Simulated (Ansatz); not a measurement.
P₃. Total charge 0; doublet. Geometry relaxed at PBE0-D4/def2-TZVP.

Cartesian coordinates in Å:
```
P -0.122 -1.037 -0.508
P -0.888 0.862 -0.221
P 1.010 0.176 0.729
```

The structure comes from a short search, and lower isomers may exist.

Q: Estimate the harmonic wavenumbers at UKS PBE0-D4/def2-TZVP (Ansatz, unscaled). Is this a minimum?

A: 253, 430, 653 cm⁻¹. Yes, no mode is imaginary beyond noise. Zero-point energy 8.0 kJ/mol. Run time 35 s (4 threads of Intel Xeon on a shared host).
